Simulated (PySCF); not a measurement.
Beryllium dihydride, BeH2.
SMILES: `[BeH2]`

Theory: MP2 and CCSD/aug-cc-pVTZ in PySCF, restricted Hartree–Fock reference, no orbital frozen, non-relativistic, gas phase, PBE0-D3(BJ)/def2-SVP geometry.

E(HF) = -15.77188 Eh.

(1) How large is the problem?

(2) What are the MP2 and CCSD correlation energies?

(3) What is the T1 diagnostic?

Answers

(1) 92 basis functions and 6 electrons; no orbitals frozen, which leaves o = 3 correlated occupied and v = 89 virtual orbitals. That is o·v = 267 singles and o·v(o·v + 1)/2 = 35778 distinct closed-shell doubles amplitudes before symmetry; the costliest CCSD step grows as o²v⁴ = 5.6 × 10^8.

(2) MP2 -0.0763 Eh and CCSD -0.0930 Eh, which gives totals of -15.84820 and -15.86489 Eh. That is 0.422 eV for each correlated electron at CCSD (244 kJ/mol in all, 0.586 % of the total energy); MP2 gives 82.1 % of the CCSD value.

(3) 0.0049, below the customary warning level of 0.02. It is the norm of the spatial-orbital singles amplitudes over the root of the number of correlated electrons, so the norm is 0.012.

Connected triples and the basis-set limit are missing.

The job also held the EOM ionisation and excitation roots. The run took 49 s on Intel Xeon Platinum 8259CL at 2.50 GHz, one thread, shared host with 96 logical CPUs at a one-minute load of 43, and the process peaked at 0.78 GiB of memory.
